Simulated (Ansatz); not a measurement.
## How methods differ on Si2NH6 (SMILES N[SiH][SiH3])

Si2NH6: 9 atoms, total charge 0, spin state doublet. As SMILES, `N[SiH][SiH3]`. The shape was relaxed beforehand at B3LYP/def2-SVP. This is one conformer, not always the lowest.

```xyz
9

N    -0.7998    0.8425   -1.4155
Si   -0.4329    0.9159    0.2916
Si    0.6265   -1.0825    0.9728
H    -1.3835    0.0989   -1.7886
H    -0.9139    1.6963   -1.9554
H     0.4775    2.1000    0.4513
H     1.9438   -1.3420    0.3093
H    -0.2721   -2.2383    0.6668
H     0.8429   -1.0370    2.4506
```

Quantity: the dissociation energy of the H4–N1 bond into doublet H and singlet Si2NH5 (shapes relaxed at B3LYP/def2-SVP, no zero-point term), in eV. The values are calculated.

```
              level                    kind  program  value (eV)  CPU time (all runs)
      UHF/def2-TZVP            Hartree–Fock   Ansatz        3.14                4.2 s
     UPBE/def2-TZVP                     GGA   Ansatz        3.06                7.8 s
 U-r2SCAN/def2-TZVP                meta-GGA   Ansatz        3.23                 16 s
   UB3LYP/def2-TZVP           global hybrid   Ansatz        3.15                9.9 s
U-wB97M-V/def2-TZVP  range-separated hybrid   Ansatz        3.13                 38 s
```

The values span 3.06 to 3.23 eV. A fragment with an even electron count was run as a singlet and may have a lower triplet. Measured bond enthalpies also hold zero-point and thermal terms, a few tenths of an eV less. CPU times are rough (shared hosts, several kinds of processor): they show what a rung costs within a factor of a few.
